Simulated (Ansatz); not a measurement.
System: sodium chloride, NaCl, net charge 0, singlet state. SMILES: [Na][Cl]
Geometry from a B3LYP-D3(BJ)/def2-TZVP (Ansatz, a program for electronic structure) optimisation:
```
Na
Cl 1 2.3632
```
Charge 0, spin multiplicity 1.

Give the harmonic wavenumbers at B3LYP-D3(BJ)/def2-TZVP (Ansatz, finite differences of forces, unscaled).

362 cm⁻¹. Zero-point energy 0.5 kcal/mol.

From these and the geometry, give the ideal-gas thermochemistry at 298.15 K and 1 atm (rigid rotor, harmonic oscillator).

Point group C∞v, rotational symmetry number 1. Rotational constants 6.489, 6.489 GHz. S(trans) 38.12, S(rot) 15.63, S(vib) 1.12, S(elec, spin only) 0.00, S 54.9 cal/(mol K). H(298) - H(0) 2.29 kcal/mol; G - E(el) -13.5 kcal/mol.
